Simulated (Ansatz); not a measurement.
System: CH$_{5}$S, charge 1, singlet. CH5S+ (SMILES C[SH2+]).
B3LYP-D3(BJ)/def2-TZVP minimum from Ansatz (a program for electronic structure):
```
C
H 1 1.0854
H 1 1.0884 2 112.00
H 1 1.0884 2 112.00 3 -124.31
S 1 1.8264 2 110.57 3 117.85
H 5 1.3531 1 100.09 2 -47.98
H 5 1.3531 6 94.02 1 -101.00
```
Charge +1, spin multiplicity 1.

Total energies in cc-pV(T+d)Z, 14 correlated electrons, 6 frozen orbitals. Open shells are spin-unrestricted; no spin-orbit coupling. Cores are frozen in correlated methods. No relativity.

| method | program | energy (Eh) | minus CCSDT(Q) (mEh) |
|---|---|---|---|
| HF | Ansatz | -438.06828 | 411.50 |
| MP2 | Ansatz | -438.42584 | 53.94 |
| CCSD | Ansatz | -438.46345 | 16.32 |
| CCSD(T) | Ansatz | -438.47823 | 1.54 |
| CCSDT(Q) | Ansatz | -438.47978 | 0.00 |

Rough core times of Ansatz's runs on a shared machine: CCSD(T) under 20 s, CCSDT(Q) 30 min.
